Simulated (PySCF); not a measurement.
Working with the constants of Na2

RHF-CCSD(T) constants of Na2, ¹Σg⁺ (singlet), closed shell (Na def2-TZVPP; no relativity (PySCF 2.14); masses 22.9898 and 22.9898 u):

```
ωe            : 160.8 cm⁻¹
ωexe          : 0.758 cm⁻¹
Be            : 0.15209 cm⁻¹
αe            : 0.000877 cm⁻¹
De to Na + Na : 0.73 eV
```

(1) What force constant and bond length do these constants imply?

(2) Estimate the centrifugal constant D from the Kratzer relation and find the Dunham coefficient a1.

Correlated steps freeze 2 core orbitals. Where the molecule has an RHF reference, its open-shell atoms are computed with UHF.

Results:

(1) Reduced mass μred = 11.495 u; k = 5.8918×10⁻⁷·μred·ωe² (u, cm⁻¹, mdyn/Å) = 0.175 mdyn/Å; Re = √(16.8576/(μred·Be)) (u, cm⁻¹, Å) = 3.105 Å.

(2) D = 4Be³/ωe² = 5.44e-07 cm⁻¹; a1 = −1 − αeωe/(6Be²) = -2.02.
